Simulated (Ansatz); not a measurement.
Problem. Predict a relaxed structure of BH₃, charge 0, singlet, at r2SCAN-D4/def2-TZVP (Ansatz).

Solution. 
Cartesian coordinates in Å:
```
B 0.000 0.000 0.000
H 1.086 0.286 0.400
H -0.584 0.746 -0.724
H -0.502 -1.032 0.324
```
Point group D3h (tolerance 0.1 Å). This is one stationary point.
